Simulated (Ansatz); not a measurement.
Input file:

```yaml
crystal:
  periodic: [false, false, false]
  atoms:
    - {symbol: B, position_ang: [-1.507013, 0.000000, 0.000000]}
    - {symbol: H, position_ang: [-2.103746, 1.033571, 0.000000]}
    - {symbol: H, position_ang: [-2.103746, -1.033571, 0.000000]}
    - {symbol: H, position_ang: [-0.397013, 0.000000, 0.000000]}
    - {symbol: B, position_ang: [1.551987, 0.000000, 0.000000]}
    - {symbol: H, position_ang: [2.061060, 0.000000, 1.077008]}
    - {symbol: H, position_ang: [2.061060, 0.000000, -1.077008]}
basis:
  gaussian: {orbitals: "6-31G*"}
magnetization: {spin_polarized: false, initial_magnetization: 1}
correlation: {active_space: {window: {electrons: 1, orbitals: 6}}}
accuracy: high
output: {forces: true}
```

```sh
$ ansatz run in.yaml --threads 1 --pin off --events-out ev --progress --plain --max-ram 2393MiB
```

Output:

```
856 factors; integrals over basis functions are off by at most 2.7e-9 eV
mean field evaluation 1: about -1416.7564 eV, gradient 1.3e1 eV
mean field evaluation 2: about -1416.7571 eV, gradient 1.3e1 eV
mean field evaluation 4: about -1417.9583 eV, gradient 4.9e-1 eV
mean field evaluation 8: about -1417.9608 eV, gradient 6.1e-4 eV
mean field evaluation 16: about -1417.3698 eV, gradient 3.4e-2 eV
mean field evaluation 32: about -1417.9567 eV, gradient 4.0e-1 eV
mean field -1417.96082905 eV, -52.1090993393 hartree, gradient 3.0e-8 eV, S^2 0.750000; 6 other end points of the search recorded, 0 dependent functions left out
reference -1417.96082905 eV, -52.1090993393 hartree; 8, 7 occupied and 32, 33 virtual orbitals, 856 factors
state -1417.96082905 eV, -52.1090993393 hartree
the calculation of the forces begins
Total energy: -1417.96082905 eV, -52.1090993393 hartree
Atom 0 at    -1.507013     0.000000     0.000000 Å, force    -3.040435     0.000000     0.000000 eV/Å
Atom 1 at    -2.103746     1.033571     0.000000 Å, force    -0.064881    -0.083072     0.000000 eV/Å
Atom 2 at    -2.103746    -1.033571     0.000000 Å, force    -0.064881     0.083072     0.000000 eV/Å
Atom 3 at    -0.397013     0.000000     0.000000 Å, force     1.519149     0.000000    -0.000000 eV/Å
Atom 4 at     1.551987     0.000000     0.000000 Å, force     1.289269    -0.000000     0.000000 eV/Å
Atom 5 at     2.061060     0.000000     1.077008 Å, force     0.180889     0.000000    -0.198412 eV/Å
Atom 6 at     2.061060     0.000000    -1.077008 Å, force     0.180889     0.000000     0.198412 eV/Å
Dipole moment:     0.063277     0.000000    -0.000000 e Å
```

Forces (eV/Å):
```
B   -3.040  0.000  0.000
H   -0.065 -0.083  0.000
H   -0.065  0.083  0.000
H    1.519  0.000  0.000
B    1.289  0.000  0.000
H    0.181  0.000 -0.198
H    0.181  0.000  0.198
```

Ran on 1 thread of Arm Neoverse V2, shared host: 1.2 s wall, 0.18 GiB peak host memory.
